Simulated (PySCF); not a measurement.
# How methods differ on the ionisation energy of C

C [He] 2s2 2p2 (3P) → C⁺ [He] 2s2 2p1 (2P), as a difference of total energies. All numbers are calculated (PySCF 2.14, scalar relativity by spin-free X2C-1e, in dyall-acv3z (15s9p4d2f, 76 functions)). Correlated levels: valence: 1s2 frozen; valence and next inner shell: nothing frozen; virtual orbitals above 40 to 60 times the deepest correlated orbital energy dropped. The calculations carry no spin-orbit coupling.

```json
{"method": "UHF", "ionisation energy (eV)": "10.797", "error (eV)": "-0.465"}
{"method": "LDA", "ionisation energy (eV)": "11.690", "error (eV)": "+0.428"}
{"method": "PBE", "ionisation energy (eV)": "11.538", "error (eV)": "+0.276"}
{"method": "PBE0", "ionisation energy (eV)": "11.511", "error (eV)": "+0.249"}
{"method": "r2SCAN", "ionisation energy (eV)": "11.670", "error (eV)": "+0.408"}
{"method": "HSE06", "ionisation energy (eV)": "11.510", "error (eV)": "+0.248"}
{"method": "BLYP", "ionisation energy (eV)": "11.401", "error (eV)": "+0.139"}
{"method": "B97-3", "ionisation energy (eV)": "11.431", "error (eV)": "+0.169"}
{"method": "M06", "ionisation energy (eV)": "11.334", "error (eV)": "+0.072"}
{"method": "MP2 (valence)", "ionisation energy (eV)": "11.250", "error (eV)": "-0.012"}
{"method": "SCS-MP2 (valence)", "ionisation energy (eV)": "11.118", "error (eV)": "-0.144"}
{"method": "MP2 (valence and next inner shell)", "ionisation energy (eV)": "11.263", "error (eV)": "+0.001"}
{"method": "SCS-MP2 (valence and next inner shell)", "ionisation energy (eV)": "11.123", "error (eV)": "-0.139"}
```

Reference: 11.262 eV (measured; NIST levels, between the centres of gravity of the two terms).

Errors of the correlated levels include the incompleteness of this basis and the frozen core.
